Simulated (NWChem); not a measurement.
# BH3SO (SMILES OBS): GHCTH/93/jorge-DZP-DKH (ZORA-SO)

What is the energy difference between two shapes of BH3SO at GHCTH/93/jorge-DZP-DKH (ZORA-SO)? 

The results are computed with NWChem 7.3.0.

2 further runs of the same task are left out: 2 set aside as unsound or not needed.

## (1) The structure to begin with

BH3SO: 6 atoms, total charge 0, spin state singlet. As SMILES, `OBS`. Geometry: relaxed at PBE0-D4/def2-TZVP. This is one conformer, not always the lowest.

Bond lengths: O1–B2 1.351 Å, B2–S3 1.813 Å, O1–H4 0.961 Å, B2–H5 1.193 Å, S3–H6 1.340 Å. Angles: O1–B2–S3 121.4°, O1–B2–H5 118.0°, S3–B2–H5 120.6°, B2–O1–H4 115.3°, B2–S3–H6 96.0°.

## (2) A single-point energy at GHCTH/93/jorge-DZP-DKH (ZORA-SO)

The input, bh3os.nw:

```
start bh3os
memory stack 880 mb heap 220 mb global 1100 mb
charge 0
geometry units angstroms
  zmatrix
    O
    B 1 1.35103
    S 2 1.812855 1 121.38104
    H 1 0.96123 2 115.30373 3 0.00851
    H 2 1.192808 1 118.02145 4 -179.99987
    H 3 1.340404 2 96.01164 5 0.00237
  end
end
basis spherical bse
  * library jorge-DZP-DKH
end
relativistic
  zora on
end
dft
  xc hcth
  grid medium
  direct
  maxiter 100
  print low
end
task sodft energy
```

On the command line:

```bash
nwchem bh3os.nw > bh3os.out
```

Standard output:

```text
[...]
 Group name             Cs
[...]
      One electron energy =     -867.339059521261
           Coulomb energy =      316.378368706449
    Exchange-Corr. energy =      -39.670044729234
 Nuclear repulsion energy =       88.768875815946
       Scaling correction =        0.628844448349
[...]
      <S2> =      0.0001 (Exact =     0.0000)
[...]
```

Run time: 14 s. Hardware: 1 thread of Intel Xeon at 2.60GHz (Ice Lake), shared host; peak memory 0.12 GiB.

## (3) The distorted shape at the same level

The input, nw.nw:

```
start nw
title "BH3OS energy"
memory stack 880 mb heap 220 mb global 1100 mb

geometry units angstroms noautoz
  O    -1.135370   -0.070019   -1.108413
  B     0.175712    0.331453   -0.319538
  S     0.453398   -0.484916    1.290257
  H    -1.777496   -0.538012   -0.449826
  H     0.770573    0.682827   -0.963382
  H     1.689399    0.101820    1.351540
end

basis spherical bse
  * library jorge-DZP-DKH
end

relativistic
  zora on
end

dft
  xc hcth
  grid medium
  direct
  maxiter 100
  print low
end

task sodft energy
```

On the command line:

```bash
nwchem nw.nw > nw.out
```

Standard output:

```text
[...]
      One electron energy =     -860.508887667898
           Coulomb energy =      312.969921558903
    Exchange-Corr. energy =      -39.612973928173
 Nuclear repulsion energy =       85.369007353420
       Scaling correction =        0.629015849459
[...]
      <S2> =      0.0001 (Exact =     0.0000)
[...]
```

Run time: 15 s. Hardware: 1 thread of Intel Xeon at 2.60GHz (Ice Lake), shared host; peak memory 0.12 GiB.

## (4) Summary of results

Level: GHCTH/93/jorge-DZP-DKH (ZORA-SO).

| quantity | value |
| --- | --- |
| first shape: total energy | -501.86186 Eh |
| distorted shape: total energy | -501.78293 Eh |
| energy change with the atoms displaced | 2.148 eV |

What this shows: With the atoms displaced the energy rises by 2.15 eV (50 kcal/mol). The first shape isn't relaxed at this level, so the change isn't measured from a minimum.
